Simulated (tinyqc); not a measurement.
Inside a calculation (part 2 of 2). Method: UHF in the sto-3g basis, for H2O+, spin multiplicity 2. Computed by tinyqc, a small Python program that keeps every step (integrals from PySCF). Command: `OMP_NUM_THREADS=1 python tinyqc.py 24171 24172 out.jsonl` (the two numbers bound the seeds that draw the settings). One thread of a shared host (Intel(R) Xeon(R) Processor @ 2.60GHz), about 0.1 s of CPU time with the checks.

Geometry (angstrom):

| atom | x | y | z |
|---|---|---|---|
| O | 0.000000 | 0.000000 | 0.000000 |
| H | 0.000000 | 0.899000 | 0.819000 |
| H | 0.000000 | -0.899000 | 0.819000 |

## Iteration 2: DIIS over 2 matrices

error matrix X^T (FDS - SDF) X (alpha):
```
           1         2          3         4          5          6          7
1   0.000000  0.000000  -0.044274  0.000000   0.063560   0.000000  -0.013841
2   0.000000  0.000000   0.000000  0.000000   0.000000  -0.092636   0.000000
3   0.044274  0.000000   0.000000  0.000000   0.033546   0.000000  -0.024124
4   0.000000  0.000000   0.000000  0.000000   0.000000   0.000000   0.000000
5  -0.063560  0.000000  -0.033546  0.000000   0.000000   0.000000   0.024145
6   0.000000  0.092636   0.000000  0.000000   0.000000   0.000000   0.000000
7   0.013841  0.000000   0.024124  0.000000  -0.024145   0.000000   0.000000
```

B (overlaps of the stored error matrices):
```
                1               2
1   8.5021408e-01  -1.4419690e-01
2  -1.4419690e-01   5.8398009e-02
```

Minimise |sum c_i e_i|^2 with sum c_i = 1: solve [B -1; -1 0][c; lambda] = [0; -1] with B_ij = tr e_i^T e_j summed over both spins, and take F = sum c_i F_i.

DIIS coefficients: 0.169251  0.830749

extrapolated F(alpha) (hartree), lower triangle:
```
             1O 1s      1O 2s     1O 2px     1O 2py     1O 2pz      2H 1s      3H 1s
1O 1s   -20.912094
1O 2s    -5.325256  -3.006545
1O 2px    0.000000   0.000000  -1.027546
1O 2py    0.000000   0.000000   0.000000  -0.841482
1O 2pz   -0.017138  -0.097428   0.000000   0.000000  -0.853894
2H 1s    -0.670468  -0.802541   0.000000  -0.391693  -0.393284  -0.654189
3H 1s    -0.670468  -0.802541   0.000000   0.391693  -0.393284  -0.261165  -0.654189
```

extrapolated F(beta) (hartree), lower triangle:
```
             1O 1s      1O 2s     1O 2px     1O 2py     1O 2pz      2H 1s      3H 1s
1O 1s   -20.885449
1O 2s    -5.285366  -2.813993
1O 2px    0.000000   0.000000  -0.143574
1O 2py    0.000000   0.000000   0.000000  -0.766537
1O 2pz   -0.016897  -0.086396   0.000000   0.000000  -0.787000
2H 1s    -0.664322  -0.769839   0.000000  -0.388395  -0.388746  -0.667676
3H 1s    -0.664322  -0.769839   0.000000   0.388395  -0.388746  -0.256438  -0.667676
```

## Iteration 2: diagonalisation and new density

X:
```
                1          2          3         4          5          6         7
1O 1s   -0.385241   0.000000   0.706205  0.000000   0.616880   0.000000  0.193336
1O 2s    0.953030   0.000000  -0.305562  0.000000   0.336274   0.000000  0.447684
1O 2px   0.000000   0.000000   0.000000  1.000000   0.000000   0.000000  0.000000
1O 2py   0.000000   0.788703   0.000000  0.000000   0.000000   0.712454  0.000000
1O 2pz   0.476051   0.000000   0.678919  0.000000  -0.590419   0.000000  0.234592
2H 1s   -0.591743  -0.725298  -0.202849  0.000000  -0.167503   0.387368  0.391938
3H 1s   -0.591743   0.725298  -0.202849  0.000000  -0.167503  -0.387368  0.391938
```

Diagonalise F' = X^T F X, C = X C', fill 5 alpha and 4 beta electrons from the bottom; D(s) = C_occ C_occ^T. Each column has its largest component positive (the first on a tie).

F' = X^T F X (alpha) (hartree), lower triangle:
```
           1          2          3          4           5          6          7
1  -1.198544
2   0.000000  -0.040689
3   2.675652   0.000000  -8.454911
4   0.000000   0.000000   0.000000  -1.027546
5   2.420622   0.000000  -8.472918   0.000000  -10.502735
6   0.000000  -0.086526   0.000000   0.000000    0.000000  -0.977478
7   0.642640   0.000000  -3.983585   0.000000   -4.666620   0.000000  -3.567451
```

orbital energies (alpha) (hartree): MO1 -20.920401, MO2 -1.768713, MO3 -1.027546, MO4 -0.985403, MO5 -0.944935, MO6 -0.089593, MO7 -0.032764

coefficients C (alpha):
```
              MO1        MO2       MO3        MO4        MO5        MO6        MO7
1O 1s    0.994508  -0.253782  0.000000   0.000000   0.066671   0.084609   0.000000
1O 2s    0.023213   0.973563  0.000000   0.000000  -0.328903  -0.508523   0.000000
1O 2px   0.000000   0.000000  1.000000   0.000000   0.000000   0.000000   0.000000
1O 2py   0.000000   0.000000  0.000000   0.781420   0.000000   0.000000  -0.720434
1O 2pz   0.002368   0.104622  0.000000   0.000000   0.824302  -0.633055   0.000000
2H 1s   -0.003733   0.064303  0.000000   0.319601   0.258652   0.708471   0.757606
3H 1s   -0.003733   0.064303  0.000000  -0.319601   0.258652   0.708471  -0.757606
```

F' = X^T F X (beta) (hartree), lower triangle:
```
           1          2          3          4           5          6          7
1  -1.103323
2   0.000000  -0.020778
3   2.659425   0.000000  -8.413007
4   0.000000   0.000000   0.000000  -0.143574
5   2.444727   0.000000  -8.506092   0.000000  -10.444113
6   0.000000  -0.035571   0.000000   0.000000    0.000000  -0.941264
7   0.743905   0.000000  -3.990220   0.000000   -4.627166   0.000000  -3.491146
```

orbital energies (beta) (hartree): MO1 -20.892281, MO2 -1.596754, MO3 -0.942636, MO4 -0.894088, MO5 -0.143574, MO6 -0.068466, MO7 -0.019406

coefficients C (beta):
```
              MO1        MO2        MO3        MO4       MO5        MO6        MO7
1O 1s    0.995060  -0.245502   0.000000   0.079441  0.000000   0.091262   0.000000
1O 2s    0.020964   0.938754   0.000000  -0.385874  0.000000  -0.533422   0.000000
1O 2px   0.000000   0.000000   0.000000   0.000000  1.000000   0.000000   0.000000
1O 2py   0.000000   0.000000   0.742335   0.000000  0.000000   0.000000   0.760646
1O 2pz   0.002200   0.112827   0.000000   0.797815  0.000000  -0.664786   0.000000
2H 1s   -0.003387   0.102529   0.359114   0.279057  0.000000   0.696121  -0.739695
3H 1s   -0.003387   0.102529  -0.359114   0.279057  0.000000   0.696121   0.739695
```

D(alpha) after iteration 2, lower triangle:
```
            1O 1s      1O 2s    1O 2px     1O 2py    1O 2pz      2H 1s     3H 1s
1O 1s    1.057897
1O 2s   -0.245916   1.056540
1O 2px   0.000000   0.000000  1.000000
1O 2py   0.000000   0.000000  0.000000   0.610618
1O 2pz   0.030761  -0.169204  0.000000   0.000000  0.690425
2H 1s   -0.002786  -0.022555  0.000000   0.249742  0.219926   0.173194
3H 1s   -0.002786  -0.022555  0.000000  -0.249742  0.219926  -0.031095  0.173194
```

D(beta) after iteration 2, lower triangle:
```
            1O 1s      1O 2s    1O 2px     1O 2py    1O 2pz      2H 1s     3H 1s
1O 1s    1.056727
1O 2s   -0.240260   1.030597
1O 2px   0.000000   0.000000  0.000000
1O 2py   0.000000   0.000000  0.000000   0.551061
1O 2pz   0.037869  -0.201892  0.000000   0.000000  0.649243
2H 1s   -0.006373  -0.011502  0.000000   0.266583  0.234196   0.217359
3H 1s   -0.006373  -0.011502  0.000000  -0.266583  0.234196  -0.040567  0.217359
```

## Iteration 11 (converged): orbitals

converged F(alpha) (hartree), lower triangle:
```
             1O 1s      1O 2s     1O 2px     1O 2py     1O 2pz      2H 1s      3H 1s
1O 1s   -20.951716
1O 2s    -5.337530  -3.031120
1O 2px    0.000000   0.000000  -1.043541
1O 2py    0.000000   0.000000   0.000000  -0.898495
1O 2pz   -0.020572  -0.103657   0.000000   0.000000  -0.918127
2H 1s    -0.672043  -0.820504   0.000000  -0.403725  -0.399369  -0.635134
3H 1s    -0.672043  -0.820504   0.000000   0.403725  -0.399369  -0.264099  -0.635134
```

converged F(beta) (hartree), lower triangle:
```
             1O 1s      1O 2s     1O 2px     1O 2py     1O 2pz      2H 1s      3H 1s
1O 1s   -20.918728
1O 2s    -5.289850  -2.800986
1O 2px    0.000000   0.000000  -0.148608
1O 2py    0.000000   0.000000   0.000000  -0.735103
1O 2pz   -0.020339  -0.073093   0.000000   0.000000  -0.780325
2H 1s    -0.664851  -0.790889   0.000000  -0.410880  -0.405673  -0.725900
3H 1s    -0.664851  -0.790889   0.000000   0.410880  -0.405673  -0.266752  -0.725900
```

As before.

F' = X^T F X (alpha) (hartree), lower triangle:
```
           1          2          3          4           5          6          7
1  -1.179449
2   0.000000  -0.025487
3   2.671196   0.000000  -8.500857
4   0.000000   0.000000   0.000000  -1.043541
5   2.449053   0.000000  -8.462658   0.000000  -10.539905
6   0.000000  -0.125835   0.000000   0.000000    0.000000  -1.013102
7   0.613936   0.000000  -3.999891   0.000000   -4.670809   0.000000  -3.591507
```

orbital energies (alpha) (hartree): MO1 -20.960157, MO2 -1.794875, MO3 -1.043541, MO4 -1.028883, MO5 -0.986944, MO6 -0.069743, MO7 -0.009706

coefficients C (alpha):
```
              MO1        MO2       MO3        MO4        MO5        MO6        MO7
1O 1s    0.994468  -0.252822  0.000000   0.000000   0.065841   0.088515   0.000000
1O 2s    0.023378   0.967934  0.000000   0.000000  -0.317118  -0.526431   0.000000
1O 2px   0.000000   0.000000  1.000000   0.000000   0.000000   0.000000   0.000000
1O 2py   0.000000   0.000000  0.000000   0.805058   0.000000   0.000000  -0.693919
1O 2pz   0.002566   0.115034  0.000000   0.000000   0.852791  -0.592193   0.000000
2H 1s   -0.003774   0.069200  0.000000   0.294106   0.222711   0.720123   0.767862
3H 1s   -0.003774   0.069200  0.000000  -0.294106   0.222711   0.720123  -0.767862
```

F' = X^T F X (beta) (hartree), lower triangle:
```
           1          2          3          4           5          6          7
1  -1.060234
2   0.000000  -0.000181
3   2.671020   0.000000  -8.433429
4   0.000000   0.000000   0.000000  -0.148608
5   2.438423   0.000000  -8.523279   0.000000  -10.463196
6   0.000000   0.018511   0.000000   0.000000    0.000000  -0.964507
7   0.784313   0.000000  -3.982451   0.000000   -4.618653   0.000000  -3.529926
```

orbital energies (beta) (hartree): MO1 -20.925417, MO2 -1.594390, MO3 -0.964862, MO4 -0.913669, MO5 -0.148608, MO6 -0.053310, MO7 0.000174

coefficients C (beta):
```
              MO1        MO2        MO3        MO4       MO5        MO6        MO7
1O 1s    0.995125  -0.240600   0.000000   0.086313  0.000000  -0.097181   0.000000
1O 2s    0.020701   0.913011   0.000000  -0.417974  0.000000   0.553548   0.000000
1O 2px   0.000000   0.000000   0.000000   0.000000  1.000000   0.000000   0.000000
1O 2py   0.000000   0.000000   0.697191   0.000000  0.000000   0.000000   0.802227
1O 2pz   0.002335   0.104211   0.000000   0.776859  0.000000   0.690513   0.000000
2H 1s   -0.003355   0.131162   0.401212   0.296254  0.000000  -0.684105  -0.717732
3H 1s   -0.003355   0.131162  -0.401212   0.296254  0.000000  -0.684105   0.717732
```

D(alpha) after iteration 11, lower triangle:
```
            1O 1s      1O 2s    1O 2px     1O 2py    1O 2pz      2H 1s     3H 1s
1O 1s    1.057221
1O 2s   -0.242345   1.038006
1O 2px   0.000000   0.000000  1.000000
1O 2py   0.000000   0.000000  0.000000   0.648119
1O 2pz   0.029617  -0.159030  0.000000   0.000000  0.740491
2H 1s   -0.006585  -0.003733  0.000000   0.236772  0.197877   0.140901
3H 1s   -0.006585  -0.003733  0.000000  -0.236772  0.197877  -0.032095  0.140901
```

D(beta) after iteration 11, lower triangle:
```
            1O 1s      1O 2s    1O 2px     1O 2py    1O 2pz      2H 1s     3H 1s
1O 1s    1.055612
1O 2s   -0.235148   1.008720
1O 2px   0.000000   0.000000  0.000000
1O 2py   0.000000   0.000000  0.000000   0.486075
1O 2pz   0.044303  -0.229513  0.000000   0.000000  0.614376
2H 1s   -0.009325  -0.004144  0.000000   0.279722  0.243808   0.265952
3H 1s   -0.009325  -0.004144  0.000000  -0.279722  0.243808  -0.055990  0.265952
```

## Convergence

Stop when the energy changes by less than 1e-08 hartree and every element of the error matrix X^T (F D S - S D F) X (for each spin) is below 3e-05.

Course of the cycle:

| iteration | E (hartree) | change | largest element of the error matrix |
|---|---|---|---|
| 1 | -73.65266889 | - | 3.13e-01 |
| 2 | -74.59345808 | -9.41e-01 | 9.26e-02 |
| 3 | -74.61919694 | -2.57e-02 | 2.37e-02 |
| 4 | -74.62067986 | -1.48e-03 | 6.48e-03 |
| 5 | -74.62103463 | -3.55e-04 | 5.89e-03 |
| 6 | -74.62140216 | -3.68e-04 | 2.91e-03 |
| 7 | -74.62151013 | -1.08e-04 | 1.25e-03 |
| 8 | -74.62152734 | -1.72e-05 | 2.24e-04 |
| 9 | -74.62152755 | -2.12e-07 | 4.77e-05 |
| 10 | -74.62152757 | -1.97e-08 | 1.63e-05 |
| 11 | -74.62152757 | -2.51e-09 | 6.61e-06 |

PySCF UHF in the same basis, after a stability check = -74.62152757 hartree

Converged in 11 iterations.

## Populations, bond orders and dipole

overlap S, lower triangle:
```
           1O 1s     1O 2s    1O 2px     1O 2py    1O 2pz     2H 1s     3H 1s
1O 1s   1.000000
1O 2s   0.236704  1.000000
1O 2px  0.000000  0.000000  1.000000
1O 2py  0.000000  0.000000  0.000000   1.000000
1O 2pz  0.000000  0.000000  0.000000   0.000000  1.000000
2H 1s   0.029199  0.322262  0.000000   0.218945  0.199462  1.000000
3H 1s   0.029199  0.322262  0.000000  -0.218945  0.199462  0.164602  1.000000
```

Mulliken: Z minus the diagonal of D S on the atom; Loewdin: the same with S^(1/2) D S^(1/2); Mayer order: 2 sum_s sum (D(s) S)_ij (D(s) S)_ji over the two atoms.

Charges (e):

| atom | Mulliken | Loewdin | Mulliken spin |
|---|---|---|---|
| 1O | 0.181068 | 0.279039 | 1.278940 |
| 2H | 0.409466 | 0.360480 | -0.139470 |
| 3H | 0.409466 | 0.360480 | -0.139470 |

Mayer bond orders:

| pair | order |
|---|---|
| 2-1 | 0.810460 |
| 3-1 | 0.810460 |
| 3-2 | 0.002425 |

dipole moment about the origin, x y z (debye): 0.000000  0.000000  3.772343

<S^2> of the determinant (pure state: 0.75) = 0.787937
